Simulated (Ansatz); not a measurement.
`C/C=C(\F)CS` → `CC(C)(F)C=S`  (isomerisation)

Program: Ansatz. Geometries: PBE0-D4/def2-TZVP. ΔE: electronic, gas phase. CCSD(T)/CBS is the MP2 limit (def2-TZVPP, def2-QZVPP) plus CCSD(T) − MP2 in def2-TZVPP, frozen cores. DFT in def2-TZVPP. One conformer a species, not always the lowest.

```
        level  ΔE (kcal/mol)
       PBE-D4            1.1
HF/def2-TZVPP            1.3
```

(1) What does CCSD(T)/CBS give? (An estimate is asked.)

Largest T1 diagnostic among the species: 0.013.

Results:

(1) The calculation gave: -1.9 kcal/mol. The listed levels differ from it by 3.0, 3.2 kcal/mol.

In def2-TZVPP, CCSD(T) changes the Hartree–Fock value by −3.5 kcal/mol (the triples alone add −0.9 kcal/mol) and MP2 by −4.3 kcal/mol. The D4 term adds −0.8 kcal/mol with B3LYP and −0.5 kcal/mol with PBE0; it sums over pairs of atoms, weighted by their polarisabilities, and B3LYP, whose exchange is more repulsive, gets the larger term.

B3LYP here is the variant with VWN-RPA as its local correlation; programs differ in this.
